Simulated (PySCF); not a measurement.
C₄H₄S₂: calculation and literature

Atoms are numbered as in `[SH:1][c:2]1[cH:3][cH:4][s:5][cH:6]1` (H(Xn): hydrogen on atom n).

PySCF 2.14.0 with density-fitted response routines calculation with PBE0/pcSseg-1 with gauge-including orbitals and geometry: PBE0-D3(BJ)/def2-SVP; isolated molecule, non-relativistic Hamiltonian, single conformer.

Reference values: estimated from measurements, as parent shift plus tabulated substituent increment (solution, not stated per compound (mostly CDCl3 or CCl4); Pretsch, Buehlmann, Badertscher, Structure Determination of Organic Compounds, 4th ed. (2009)).
```json
{"atoms": "H(C4)", "quantity": "δ 1H", "reference": "7.10", "computed": "7.12", "computed, scaled": "6.97"}
{"atoms": "H(C6)", "quantity": "δ 1H", "reference": "6.98", "computed": "7.17", "computed, scaled": "7.02"}
{"atoms": "H(C3)", "quantity": "δ 1H", "reference": "6.76", "computed": "7.04", "computed, scaled": "6.89"}
```

Computed shifts are σ(ref) − σ with the named reference compound (TMS for H and C) calculated as an isolated molecule at the same level. The measured values may be among those fitted. Empirical linear scaling, fitted to shifts measured mostly in CDCl3 for H and C (δ vs TMS): 1H (scatter 0.21 ppm rms, 0.22 ppm with the 3 outliers that the fit left out). Occasional misses reach two or three times the rms, and more in compound classes unlike the fitted ones. H not on carbon is unscaled (vs computed TMS).

How far are the unscaled 1H shifts from the references?

Answers

Mean signed difference +0.16 ppm, mean absolute 0.16 ppm over 3 comparisons; the largest is +0.28 ppm at H(C3) (hydrogen on an aromatic CH).

3 of the 6 published NMR values on file for this molecule are compared.
